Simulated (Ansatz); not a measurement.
# CH₃Si (doublet): from Hartree-Fock to the top rungs at a displaced geometry (v1), cc-pVDZ

How much of the correlation energy of CH₃Si (doublet) does each wave-function method recover here?

The runs use Ansatz 0.2.0, Gaussian basis; cc-pVDZ, core rule «outside noble gas», up to 6 orbitals frozen.

Plan: UHF; CCSD(T) on ROHF; CCSD(T) on UHF; BCCD(T) on ROHF; CISD; CCSDT(Q) on ROHF; CCSDT(Q) on UHF.

21 further runs of the same task are left out: 1 for a known fault of the program, 8 that didn't finish, 12 set aside as unsound or not needed.

## (1) The system

The geometry is a PBE0/def2-TZVP stationary point (not a proven minimum) with its atoms shifted at random (size 0.040 Å).

5 atoms, charge 0, spin multiplicity 2.

Atoms are counted from 1 here; the program's logs count them from 0.

Bond lengths: Si1–C2 1.900 Å, C2–H3 1.046 Å, C2–H4 1.119 Å, C2–H5 1.028 Å. Angles: Si1–C2–H3 119.2°, Si1–C2–H4 114.6°, Si1–C2–H5 108.0°, H3–C2–H4 106.0°, H3–C2–H5 101.9°, H4–C2–H5 105.7°.

## (2) UHF

Input file in.yaml:

```yaml
crystal:
  periodic: [false, false, false]
  atoms:
    - {symbol: Si, position_ang: [0.001411, 0.004028, 0.692722]}
    - {symbol: C, position_ang: [-0.009837, -0.012115, -1.207197]}
    - {symbol: H, position_ang: [-0.392736, -0.847224, -1.708219]}
    - {symbol: H, position_ang: [-0.495513, 0.878801, -1.678417]}
    - {symbol: H, position_ang: [0.966154, 0.000560, -1.530484]}
basis:
  gaussian: {orbitals: cc-pVDZ}
magnetization: {spin_polarized: true, initial_magnetization: 1}
hamiltonian: {xc: hf}
output: {orbitals: {seedname: orbitals}}
```

Started as:

```bash
ansatz run in.yaml --threads 1 --pin off --events-out ev --progress --plain --max-ram 2393MiB
```

The runs that follow: CCSD(T) on ROHF; CCSD(T) on UHF; BCCD(T) on ROHF; CISD; CCSDT(Q) on ROHF; CCSDT(Q) on UHF.

Q: Predict the results of all the runs planned. Wanted: UCCSDT(Q) below the RHF energy; RMP2 from UCCSDT(Q); UMP2 from UCCSDT(Q); RCCSD from UCCSDT(Q); RCCSD(T) from UCCSDT(Q); UCCSD(T) from UCCSDT(Q); RCCSDT(Q) from UCCSDT(Q); T1 diagnostic.

**Answer**, as computed:

| quantity | value |
| --- | --- |
| UCCSDT(Q) below the RHF energy | -6.9586 eV |
| RMP2 from UCCSDT(Q) | +1158.3 meV |
| UMP2 from UCCSDT(Q) | +1174.7 meV |
| RCCSD from UCCSDT(Q) | +212.5 meV |
| RCCSD(T) from UCCSDT(Q) | +32.6 meV |
| UCCSD(T) from UCCSDT(Q) | +32.4 meV |
| RCCSDT(Q) from UCCSDT(Q) | +0.3 meV |
| levels within 1 kcal/mol (43 meV) | RCCSD(T), UCCSD(T), BCCD(T), RCCSDT, UCCSDT, RCCSDT(Q) |
| T1 diagnostic | 0.016 |

In words: RCCSD(T) misses by +32.6 meV, 0.5 % of the correlation energy. These misses are within one basis, not against nature; the frozen cores of restricted and unrestricted runs differ, which can shift their rows.
